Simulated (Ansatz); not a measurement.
# AlH₃NSi+ (SMILES [AlH2][N]=[SiH+]): a short trajectory

Aim: follow the atoms for 60 steps of 0.5 fs with a Langevin thermostat, with velocities drawn for 100 K.

Computed with Ansatz 0.2.0, Gaussian basis. Level: revPBE-D4/def2-SVP.

2 further runs of the same task are left out: 2 that didn't finish.

## Step 1: The system as given

6 atoms, charge 1, spin multiplicity 1.

Atoms are counted from 1 here; the program's logs count them from 0.

Bond lengths: Al1–N2 1.907 Å, Al1–H4 1.527 Å, Al1–H5 1.527 Å, N2–Si3 1.592 Å, Si3–H6 1.445 Å. Angles: N2–Al1–H4 118.1°, N2–Al1–H5 118.2°, H4–Al1–H5 123.8°, Al1–N2–Si3 179.8°, N2–Si3–H6 179.9°.

As a file:

```
Al   -1.0527    0.3196   -0.9980
N     0.2973   -0.0881    0.2864
Si    1.4268   -0.4316    1.3544
H    -1.8165   -0.8415   -1.6316
H    -1.3076    1.7868   -1.3340
H     2.4527   -0.7453    2.3228
```

## Step 2: Dynamics

Contents of md/in.yaml:

```yaml
crystal:
  periodic: [false, false, false]
  atoms:
    - {symbol: Al, position_ang: [-1.052670, 0.319600, -0.998040]}
    - {symbol: N, position_ang: [0.297280, -0.088070, 0.286440]}
    - {symbol: Si, position_ang: [1.426840, -0.431590, 1.354390]}
    - {symbol: H, position_ang: [-1.816530, -0.841450, -1.631590]}
    - {symbol: H, position_ang: [-1.307570, 1.786780, -1.334050]}
    - {symbol: H, position_ang: [2.452660, -0.745260, 2.322850]}
basis:
  gaussian: {orbitals: def2-SVP}
total_charge: 1
hamiltonian: {xc: {name: revPBE}, dispersion: d4}
md: {n_steps: 60, timestep: 0.5, temperature: 100, ensemble: nvt_langevin, seed: 87, friction: 0.002, initial_velocities: maxwell_boltzmann}
```

Started as:

```sh
$ ansatz run in.yaml --threads 2 --pin off --events-out ev --progress --plain --max-ram 3481MiB
```

Before running it: what results should come out? Wanted: temperature at the start; mean temperature, second half; lowest and highest potential energy, from the first frame; largest change of potential + kinetic.

The runs gave:

| quantity | value |
| --- | --- |
| length | 60 steps, 30.0 fs |
| temperature at the start | 83 K |
| mean temperature, second half | 130 K |
| lowest and highest potential energy, from the first frame | -102 and 0 meV |
| largest change of potential + kinetic | 11.0 meV |

In words: The thermostat trades energy with the molecule, so the sum of potential and kinetic energy isn't conserved: it changes by -5 meV over the run. The mean temperature of the second half is still well above the 100 K set. With 6 atoms the instant temperature spans 79 to 221 K. The molecule keeps its bonds. Under Langevin the temperature counts 3N degrees of freedom, more than the drawn velocities fill, so it starts at 83 K, not 100 K.
